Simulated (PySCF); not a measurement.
**CO: energy against distance**

Set-up: PySCF, no relativity, basis sets C def2-TZVPP, O def2-TZVPP. Energies in eV from C + O in their ground configurations at the same level. State: ¹Σ⁺ (singlet), closed shell.

All columns are ωB97X-V. A positive dipole means C(−)O(+).

```tsv
R (Å)	E (eV)	μ (D)	Mulliken charge on C (basis-dependent)	HOMO (eV)	LUMO (eV)	Mayer bond order	⟨S²⟩
0.968	-8.846	0.65	-0.27	-12.93	3.45	2.63	0.00
1.012	-10.108	0.50	-0.18	-13.08	2.99	2.57	0.00
1.058	-10.827	0.35	-0.10	-13.21	2.52	2.53	0.00
1.091	-11.092	0.22	-0.05	-13.31	2.17	2.49	0.00
1.125	-11.174	0.10	0.00	-13.39	1.84	2.46	0.00
1.159	-11.111	-0.03	0.05	-13.47	1.52	2.44	0.00
1.204	-10.851	-0.20	0.10	-13.55	1.10	2.41	0.00
1.260	-10.326	-0.42	0.15	-13.62	0.62	2.38	0.00
1.327	-9.504	-0.68	0.19	-13.66	0.08	2.36	0.00
1.417	-8.241	-1.03	0.22	-13.63	-0.55	2.36	0.00
```

A fit through these points gives, at Re = 1.126 Å, μ = 0.10 D and dμ/dR = -3.71 D/Å; the reduced mass is 6.856 u.

How strong is the fundamental in the double-harmonic approximation, I = 42.26·(dμ/dR)²/μred km/mol?

I = 42.26·(-3.71)²/6.856 = 84.8 km/mol at ωB97X-V.
